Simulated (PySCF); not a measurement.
# methylcyclopropane (C₄H₈): electronic excitations and core binding energies

Aim: predict the electronic excitations and core binding energies of methylcyclopropane (C₄H₈) (`CC1CC1`).

Computed with PySCF 2.14.0, with density-fitted response routines of our own, on a single molecule in the gas phase. Atoms are numbered from 0 throughout.

## (1) The molecule as given

12 atoms, charge 0, multiplicity 1; geometry from: GFN2-xTB.

Bonds of the start (Å): C0–C1 1.51, C1–C2 1.50, C2–C3 1.50, C3–C1 1.50, C0–H4 1.09, C0–H5 1.09, C0–H6 1.09, C1–H7 1.08, C2–H8 1.08, C2–H9 1.08, C3–H10 1.08, C3–H11 1.08.

## (2) TDDFT and polarisability: CAM-B3LYP/def2-SVPD

What the job is given:

```
{"job": {"kind": "uv", "xc": "CAM-B3LYP", "basis": "def2-SVPD", "nstates": 8, "ntriplets": 3}, "charge": 0, "multiplicity": 1}
C      1.464131     0.124721     0.109509
C      0.121252    -0.193690    -0.497082
C     -0.985470    -0.713479     0.368725
C     -1.061412     0.674569    -0.193115
H      2.079383    -0.772080     0.169260
H      1.343358     0.527421     1.112614
H      1.992642     0.859992    -0.495719
H      0.183826    -0.596732    -1.501299
H     -1.646806    -1.467391    -0.030326
H     -0.793931    -0.821113     1.425658
H     -1.774267     0.873738    -0.978685
H     -0.921508     1.503359     0.484433
```

Level: TDDFT CAM-B3LYP/def2-SVPD, vertical, gas phase, core orbitals frozen in the response.

**Question.** This job is followed by: delta-SCF UKS SCAN, pcX-2 on the ionised atom, pcseg-1 elsewhere, spin-free X2C. What will the session give for the following? lowest singlet (CAM-B3LYP/def2-SVPD); brightest single state of those computed; lowest triplet; C1s binding energies, SCAN/pcX-2.

As calculated:

| quantity | value |
| --- | --- |
| lowest singlet (CAM-B3LYP/def2-SVPD) | 7.86 eV (158 nm), f = 0.010 |
| brightest single state of those computed | state 7, 8.88 eV, f = 0.076 |
| lowest triplet | 7.70 eV |
| C1s binding energies, SCAN/pcX-2 | C1 290.56, C0 290.54, C2 290.38 eV |

**Reading.** The first singlet state (HOMO→LUMO 0.89) lies at 7.86 eV and is weak; of the 8 states computed, the strongest absorption comes from state 7 at 8.88 eV. The lowest triplet lies 0.16 eV below the lowest singlet (triplets in Tamm-Dancoff, singlets in full TDDFT). The C1s levels kept as sound span 0.17 eV, from C2 (three-membered-ring carbon) up to C1 (three-membered-ring carbon).
